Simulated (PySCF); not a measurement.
## What an electron can do to BO

r²SCAN in PySCF with def2-TZVPPD on every atom, for the lowest determinant that a PBE0 search found; no spin–orbit coupling.

```
species  state (unpaired electrons)  Re (Å)  ωe (cm⁻¹)  energy of the minimum from the neutral (eV)  De (eV)  dissociates to
     BO               doublet (σ ↑)   1.206       1895                                         0.00     8.71           B + O
    BO⁺      singlet (closed shell)   1.194       1920                                        13.28     4.19          B⁺ + O
    BO⁻      singlet (closed shell)   1.237       1725                                        -2.29     9.48          B + O⁻
```

Question: Work out the lowest energy to break BO into atoms, from its vibrational ground state.

Answer: D0 = De − ωe/2 = 8.71 − 0.12 = 8.59 eV (r²SCAN/def2-TZVPPD).

Question: Work out the ionisation energy of the B atom at this level and the threshold of dissociative ionisation.

Answer: IE(B) = 13.28 + 4.19 − 8.71 = 8.76 eV, so B⁺ + O + e⁻ appears at D0 + IE(B) = 17.35 eV (r²SCAN/def2-TZVPPD). The measured IE(B) is 8.298 eV (NIST ASD).

Question: Work out the electron affinity of the O atom and the threshold of dissociative attachment.

Answer: EA(O) = 8.71 − 9.48 − (-2.29) = 1.52 eV, so B + O⁻ needs D0 − EA(O) = 7.07 eV (r²SCAN/def2-TZVPPD). The measured EA(O) is 1.461 eV.

Question: At which energy does ion-pair formation open?

Answer: B⁺ + O⁻ lies at D0 + IE(B) − EA(O) = 15.83 eV (r²SCAN/def2-TZVPPD).

These are thermodynamic thresholds; the onsets seen under electron impact lie higher where the geometry changes, and cross-sections peak well above them.

For an ion De counts to the pair picked by the measured ionisation energies or electron affinities, which need not be the lowest pair at this level. The highest Kohn–Sham level is positive in this anion. Much of that is self-interaction error, but it also means that the finite basis helps to hold the extra electron. States were picked by a PBE0 search and need not be the measured ground states.
